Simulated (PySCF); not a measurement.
Species: CH5OSi (doublet state).
Cartesian coordinates in Å at the GFN2-xTB level; atoms count from 1:
```
atom  x, y, z in Å
C1     1.4886   -0.3443    0.2799
O2     0.1805   -0.4546    0.4914
Si3   -1.1507    0.2329   -0.1497
H4     2.1289   -0.9527    0.8870
H5     1.8726    0.3254   -0.4648
H6    -1.1168    1.6887    0.0242
H7    -1.2355   -0.0444   -1.5872
H8    -2.1584   -0.4416    0.6501
```

Identity: `O([SiH3])[CH2]` [radical].

The calculation used UKS B3LYP, pcH-1 on C H O Si, non-relativistic, mean-field spin-orbit, GIAO (PySCF). The structure is a single GFN2-xTB conformer in the gas phase; no vibrational or solvent corrections. The geometry wasn't refined by DFT: couplings that depend on bond lengths, twists or pyramidal angles can differ widely from those at the functional's own minimum. No stability test was run, so a lower SCF solution isn't excluded.

The largest Mulliken spin populations are on C1 (+0.97) and O2 (+0.10). C1 is the only atom above +0.15. The angles at C1 add up to 360.0°, so it is planar; its axial dipolar tensor and the negative couplings of its protons fit spin in a p orbital normal to that plane.

Problem. Find Q in a(H) = Q·ρ(C) for the protons on the planar carbons that carry spin.

Solution. 
| H | C | ρ(C) | a(H) (G) | a/ρ (G) |
| --- | --- | --- | --- | --- |
| H4 | C1 | +0.971 | -23.42 | -24.1 |
| H5 | C1 | +0.971 | -23.06 | -23.8 |

These protons share one ρ (within 0.01), so their mean ratio, Q = -23.9 G, is no test of linearity. In every row coupling and population have opposite signs.

Couplings in gauss use g_iso = 2.0032.
